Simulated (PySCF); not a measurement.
## `[NH2-]`, [H2N]-, charge -1

Cartesian coordinates in Å; atom numbers follow the order of the lines, from 1:
```xyz
3

N     0.0050    0.4677   -0.0023
H    -0.7760   -0.2329   -0.0693
H     0.7824   -0.2374    0.0590
```

Total charge -1.

Computed with GIAO KT1/aug-pcSseg-2 magnetisability, rotational g tensor and spin-rotation constants, non-relativistic, gas phase in PySCF. Geometry: PBE0-D3(BJ)/def2-SVP.

For an ion the centre-of-mass motion in the field is neglected. The gap is small, so the large paramagnetic part is uncertain. The highest occupied orbital is unbound at this level, so the values depend on the basis.

Task: Give the nuclear spin-rotation constants along the inertial axes (H = +C I·J) beside the isotropic shieldings.

Result: Rotational constants 580.5792, 410.1746, 240.3613 GHz.
```csv
atom,isotope,Caa (kHz),Cbb (kHz),Ccc (kHz),mean (kHz),σ (ppm)
N1,14N,-3.099,-6.270,6.587,-0.927,326.8
H2,1H,-24.758,-18.290,-26.479,-23.175,34.7
H3,1H,-24.758,-18.290,-26.479,-23.175,34.7
```
For the geometry as given, no vibrational averaging.
